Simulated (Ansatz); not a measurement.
# BH6OSi: the cost of one run

Method: UKS B3LYP-D4/6-31G*, in Ansatz 0.2.0.

### 1 Starting point

Bond lengths: B1–H3 1.190 Å, B1–O4 1.410 Å, O4–H5 1.010 Å, Si6–H7 1.460 Å, Si6–H8 1.460 Å, Si6–H9 1.460 Å. Angles: H3–B1–O4 120.0°, B1–O4–H5 109.5°, H7–Si6–H8 109.4°, H7–Si6–H9 109.4°, H8–Si6–H9 109.4°.

Coordinates:

```xyz
9

B     0.0000    0.0000    0.0000
H     0.0000    0.0000    1.4400
H     1.0305    0.0000   -0.5950
O    -1.2211    0.0000   -0.7050
H    -1.7308   -0.8467   -0.4965
Si    0.0000    0.0000    3.2000
H    -0.7436   -1.1581    3.6874
H     1.3747   -0.0649    3.6874
H    -0.6311    1.2230    3.6874
```

### 2 Pulling towards end A

Springs on the bonds that form and break draw the guess towards this end; the thresholds are loose.

input.yaml reads:

```yaml
crystal:
  periodic: [false, false, false]
  atoms:
    - { symbol: B, position_ang: [0.0, 0.0, 0.0] }
    - { symbol: H, position_ang: [0.0, 0.0, 1.44] }
    - { symbol: H, position_ang: [1.0305, 0.0, -0.595] }
    - { symbol: O, position_ang: [-1.2211, 0.0, -0.705] }
    - { symbol: H, position_ang: [-1.7308, -0.8467, -0.4965] }
    - { symbol: Si, position_ang: [0.0, 0.0, 3.2] }
    - { symbol: H, position_ang: [-0.7436, -1.1581, 3.6874] }
    - { symbol: H, position_ang: [1.3747, -0.0649, 3.6874] }
    - { symbol: H, position_ang: [-0.6311, 1.223, 3.6874] }
magnetization:
  spin_polarized: true
  initial_magnetization: 1
basis:
  gaussian: { orbitals: "6-31G*" }
hamiltonian:
  xc: b3lyp
  dispersion: d4
relax:
  f_tol: 0.15
  max_steps: 25
  restrain:
    - { distance: [1, 5], at: 2.66, k: 30.0 }
    - { distance: [0, 1], at: 1.19, k: 30.0 }
```

Started as:

```
> ansatz run input.yaml --threads 1 --pin off --max-ram 2048MiB --backend cpu --events-out ev --progress --plain --runs-dir out
```

Q: Estimate wall time and peak memory on 1 thread of Arm Neoverse V2, shared host.

About 23 s, with a peak of 0.15 GiB.
